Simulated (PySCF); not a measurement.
Values are calculated unless marked as measured or tabulated.
A vibrational averaging run on cyclobutane, C4H8, SMILES C1CCC1. A sound run at PBE0/pcSseg-1 gave B0 = 10672, 10672, 6330 MHz, harmonic ZPE 24369 cm⁻¹, lowest mode 205 cm⁻¹ and averaged shieldings 154.77, 154.79, 154.80, 154.79, 28.90, 28.60, 28.90, 28.61, 28.90, 28.61, 28.90, 28.61 ppm.

Input of the run in question:

```
{"job": {"xc": "PBE0", "basis": "pcSseg-1", "grid": 2, "temperatures": [100, 298.15], "delta": 0.01, "kind": "iso"}, "charge": 0, "multiplicity": 1}
C      0.752425    -0.774620     0.065509
C     -0.770818    -0.742151    -0.168718
C     -0.746899     0.759296     0.179839
C      0.766869     0.756576    -0.111338
H      1.367653    -1.379981    -0.609468
H      0.992841    -1.060778     1.096484
H     -1.402017    -1.404115     0.434545
H     -1.016986    -0.904034    -1.225055
H     -1.384733     1.435985    -0.399633
H     -0.949455     0.926382     1.244591
H      1.420850     1.347172     0.539863
H      0.975064     1.037526    -1.150726
```

Command: OMP_NUM_THREADS=1 python ens_run.py task.json out

Output:

```
parent
  Be/MHz 10781.976 10781.94 6409.998
  B0/MHz 10679.24 10671.698 6300.001
  ZPE/cm-1 24369.2
  <sigma>(0 K)/ppm 125.119 170.785 185.303 142.669 27.082 26.310 29.875 29.743 30.753 30.853 28.140 27.579
2H at atom 5
  Be/MHz 10491.302 10074.238 6251.851
  B0/MHz 10398.44 9951.362 6129.012
  ZPE/cm-1 23650.9
  <sigma>(0 K)/ppm 126.473 172.021 186.458 143.425 27.086 26.415 29.880 29.739 30.752 30.863 28.132 27.555
```

What is doubtful here, and how much did it matter?

The setting at fault: displacement step far too small, numerical noise dominates. The isotope effects on the shieldings at 0 K read 1354, 1237, 1156, 756, 4, 106, 5, -4, -1, 11, -8, -25 ppb against 385, 115, -6, 113, 22, 122, 8, 9, 1, 5, 8, 9 ppb in the sound run, and B0 − Be of the smallest constant -110 against -79.8 MHz.
